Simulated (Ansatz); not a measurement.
in.yaml

```yaml
crystal:
  periodic: [false, false, false]
  atoms:
    - {symbol: Si, position_ang: [0.000000, 0.000000, 0.000000]}
    - {symbol: F, position_ang: [0.000000, 0.000000, 1.536400]}
basis:
  gaussian: {orbitals: 6-31G}
total_charge: 1
magnetization: {spin_polarized: false}
hamiltonian: {xc: {name: PBE}, pseudopotentials: {relativity: none}}
correlation: {method: ccsd_t, electrons: outside_noble_gas}
scf: {lower_state_search: off}
```

```sh
$ ansatz run in.yaml --threads 1 --pin off --events-out ev --progress --plain --max-ram 2393MiB
```

Output:

```
these checks for a lower state are left out or cut short: stability, starts, cluster_reference, orbital_swaps, neighbouring_geometries, increment
215 factors; integrals over basis functions are off by at most 1.7e-4 eV
mean field evaluation 1: about -10560.4752 eV, gradient 9.9e1 eV
mean field evaluation 2: about -10560.4401 eV, gradient 9.9e1 eV
mean field evaluation 4: about -10573.9250 eV, gradient 3.5e1 eV
mean field evaluation 8: about -10577.3799 eV, gradient 3.4e-1 eV
mean field evaluation 16: about -10577.3402 eV, gradient 1.8e-5 eV
mean field -10577.34016700 eV, -388.7100815584 hartree, gradient 4.7e-7 eV, S^2 0.000000; 0 other end points of the search recorded, 0 dependent functions left out
6 core orbitals not correlated: weight in the atoms' cores, before any rotation towards them, 1.000 or more for the frozen orbitals, at most 0.000 for the correlated occupied ones
reference -10557.73260814 eV, -387.9895170611 hartree; 5, 5 occupied and 11, 11 virtual orbitals, 215 factors
second order -5.18022301 eV of doubles, -0.54260802 eV of singles
cycle   1  -4.70212332 eV  change    9.7e-1 eV  update   1.5e-1
cycle   2  -5.14681450 eV  change   -4.4e-1 eV  update   8.5e-2
cycle   3  -5.24358120 eV  change   -9.7e-2 eV  update   1.3e-2
cycle   4  -5.24672473 eV  change   -3.1e-3 eV  update   3.7e-3
cycle   5  -5.24960096 eV  change   -2.9e-3 eV  update   1.2e-3
cycle   6  -5.24979462 eV  change   -1.9e-4 eV  update   2.6e-4
cycle   7  -5.24988665 eV  change   -9.2e-5 eV  update   1.2e-4
cycle   8  -5.24996458 eV  change   -7.8e-5 eV  update   2.7e-5
cycle   9  -5.24997805 eV  change   -1.3e-5 eV  update   6.7e-6
cycle  10  -5.24997432 eV  change    3.7e-6 eV  update   1.7e-6
perturbative correction -0.19600201 eV, -0.0072029410 hartree
Total energy: -10563.17858448 eV, -388.1896529999 hartree
Checks for a lower state left out: stability, starts, cluster_reference, orbital_swaps, neighbouring_geometries, increment
```

The T1 diagnostic is 0.022.

Ran on 1 thread of Arm Neoverse V2, shared host: 0.27 s wall, 0.13 GiB peak host memory.
